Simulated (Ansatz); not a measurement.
Results of r²SCAN0 (Ansatz, an electronic-structure program, plane waves, PAW) for fcc Ni.

Run with plane-wave cutoff 520 eV, 16×16×16 k mesh, Fermi–Dirac smearing 0.05 eV, spin-polarised with parallel moments, scalar-relativistic PAW data made under PBE.

Response to compression and expansion:

| V (Å³/atom) | P (GPa) | moment (μB per cell of 1 atoms) |
|---|---|---|
| 10.119 | 12.14 | 0.97 |
| 10.423 | 5.20 | 1.00 |
| 10.652 | 0.44 | 1.00 |
| 10.918 | -4.01 | 1.02 |
| 11.185 | -8.10 | 1.02 |
